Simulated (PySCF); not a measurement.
Compound: CH4.
Hydrogens: H2, H3, H4, H5 on C1.

Level: wB97X-D/pcSseg-2 in PySCF, non-relativistic, on one gas-phase PBE0-D3(BJ)/def2-TZVP geometry that isn't relaxed in the solvent. The solvent is an IEF-PCM continuum (van der Waals radii × 1.2). Only the electrostatic response of the medium enters.

Gas phase at wB97X-D/pcSseg-2: HOMO -12.96 eV, LUMO 2.51 eV, dipole 0.00 D.

Problem. What does the continuum do to the energy, the frontier levels and the dipole at wB97X-D/pcSseg-2 in chloroform?

Solution. 
```json
{"solvent": "chloroform", "ε": "4.711", "E(solvent) − E(gas) (kcal/mol)": "-0.30", "polarisation term (kcal/mol)": "-0.31", "distortion of the solute (kcal/mol)": "0.01", "HOMO (eV)": "-12.88", "LUMO (eV)": "2.59", "dipole (D)": "0.00"}
```

Polarisation term: ½ Σ q·V over the induced surface charges. Distortion: the rise of the solute's own energy as its density leaves the gas-phase optimum.

The run took 1.8 s on an Intel Xeon at 2.30 GHz with one thread (shared host), and the process peaked at 0.36 GiB of memory. This is the whole shielding run at wB97X-D/pcSseg-2 in chloroform, SCF included.

Note: wB97X-D ran without an empirical dispersion term, which enters the total energy and its gradient alone.
